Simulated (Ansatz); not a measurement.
Compare A (`FCC1CO1`) with its isomer B (`C[C@@H]1O[C@H]1F`).

Isolated molecules relaxed with PBE0-D4/def2-TZVP in Ansatz; ΔE leaves out vibrations. CCSD(T)/CBS is the MP2 limit (def2-TZVPP, def2-QZVPP) plus CCSD(T) − MP2 in def2-TZVPP, frozen cores. Functionals use def2-TZVPP. Each species was taken in one conformer, which may not be the lowest.

Task: Which isomer does CCSD(T)/CBS put lower? Give the gap. (Estimate.)

Result: Computed: B, by 37.4 kJ/mol.

Task: Give E(B) − E(A) in kJ/mol with MP2/def2-TZVPP, CCSD(T)/def2-SVP, B2PLYP, CCSD(T)/def2-TZVPP, CCSD/def2-TZVPP, LDA (SPW92), ωB97M-V. (An estimate is asked.)

Result: The calculation gave: MP2/def2-TZVPP -39.6, CCSD(T)/def2-SVP -45.1, B2PLYP -39.0, CCSD(T)/def2-TZVPP -38.3, CCSD/def2-TZVPP -37.2, LDA (SPW92) -49.5, ωB97M-V -40.7. None reverses the order clearly.

Task: Does the order hold for the free energy at 298.15 K (harmonic terms from PBE0-D4)? (An estimate is asked.)

Result: Computed: Yes: G(B) − G(A) = -38.6 kJ/mol, for one conformer each.

Largest T1 diagnostic: 0.012.

Leaving LDA and LC-ωPBE aside and taking each functional with its dispersion term where it has one, the values, not all of them listed here, spread over 7.1 kJ/mol, from r2SCAN-D4 to BHLYP-D4. LDA lies −6.1 kJ/mol from PBE without D4. At CCSD(T), def2-SVP lies −7.7 kJ/mol from the extrapolated value and def2-TZVPP −1.0 kJ/mol.
